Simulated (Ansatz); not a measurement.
# BSiH3 (singlet): from Hartree-Fock to the top rungs at distance Si1–B2 = 2.129 Å, cc-pVTZ

One table from this session's results is given with a row withheld; the runs are named, their logs left out.

Method: cc-pVTZ, core rule «outside noble gas», up to 6 orbitals frozen; program: Ansatz 0.2.0, Gaussian basis.

To be run: UHF; CCSD(T) on RHF; CCSD(T) on UHF; BCCD(T) on RHF; CCSDT(Q) on RHF; CCSDT(Q) on UHF; CASSCF and NEVPT2, 2 electrons in 2 orbitals; CASSCF and NEVPT2, 10 electrons in 11 orbitals.

## What is computed

The geometry derives from a PBE0/def2-TZVP stationary point (not a proven minimum). One bond is set to the value named and the two fragments are kept rigid.

5 atoms, charge 0, spin multiplicity 1.

Atoms are counted from 1 here; the program's logs count them from 0.

Bond lengths: Si1–B2 2.129 Å, Si1–H3 1.491 Å, Si1–H4 1.491 Å, Si1–H5 1.491 Å. Angles: B2–Si1–H3 110.0°, B2–Si1–H4 110.0°, B2–Si1–H5 110.0°, H3–Si1–H4 109.0°, H3–Si1–H5 109.0°, H4–Si1–H5 109.0°.

Set-up of the first run:

Input file in.yaml:

```yaml
crystal:
  periodic: [false, false, false]
  atoms:
    - {symbol: Si, position_ang: [-0.512185, -0.004428, 0.000432]}
    - {symbol: B, position_ang: [1.616305, 0.013972, -0.001364]}
    - {symbol: H, position_ang: [-1.033635, 1.392915, 0.002926]}
    - {symbol: H, position_ang: [-1.014422, -0.711482, 1.213822]}
    - {symbol: H, position_ang: [-1.016501, -0.707925, -1.214162]}
basis:
  gaussian: {orbitals: cc-pVTZ}
magnetization: {spin_polarized: true, initial_magnetization: 0}
hamiltonian: {xc: hf}
output: {orbitals: {seedname: orbitals}}
```

Launch:

```
$ ansatz run in.yaml --threads 1 --pin off --events-out ev --progress --plain --max-ram 2560MiB --backend cpu
```

Among the steps run: UHF; CCSD(T) on RHF; CCSD(T) on UHF; BCCD(T) on RHF; CCSDT(Q) on RHF; CCSDT(Q) on UHF; CASSCF and NEVPT2, 2 electrons in 2 orbitals; CASSCF and NEVPT2, 10 electrons in 11 orbitals.

One of the session's tables, all rows but one given; the rest of the session is left out.

It belongs to the step «Misses and costs». 

```
        method  from RCCSDT(Q) (kJ/mol)
           RHF                   +656.0
           UHF                   +624.8
          RMP2                        ?
          UMP2                   +159.9
         RCCSD                    +25.2
         UCCSD                    +26.6
      RCCSD(T)                     +4.6
      UCCSD(T)                     +5.4
       BCCD(T)                     +4.5
        RCCSDT                     +1.1
        UCCSDT                     +1.3
     RCCSDT(Q)                        0
     UCCSDT(Q)                      0.0
   CASSCF pair                   +596.8
   NEVPT2 pair                   +144.3
CASSCF valence                   +398.7
NEVPT2 valence                   +120.8
```

Q: Estimate the row for RMP2 from the others.

As computed: from RCCSDT(Q) (kJ/mol): +148.8. In the column «from RCCSDT(Q) (kJ/mol)» it lies between NEVPT2 pair (+144.3) and UMP2 (+159.9).

Caveats from the session: The determinant of HF (⟨S²⟩ 0.66) is far from a pure spin state, so its energy mixes those of several spin states; that is harmless only where they are near-degenerate. The determinant of CCSD(T) (⟨S²⟩ 0.66) is far from a pure spin state, so its energy mixes those of several spin states; high orders of coupled cluster remove much of that, low ones don't. The determinant of CCSDT(Q) (⟨S²⟩ 0.66) is far from a pure spin state, so its energy mixes those of several spin states; high orders of coupled cluster remove much of that, low ones don't. Restricted and unrestricted rows rest on different reference determinants; a gap between their highest levels can come from leftover correlation error, from unlike frozen cores or from another state.
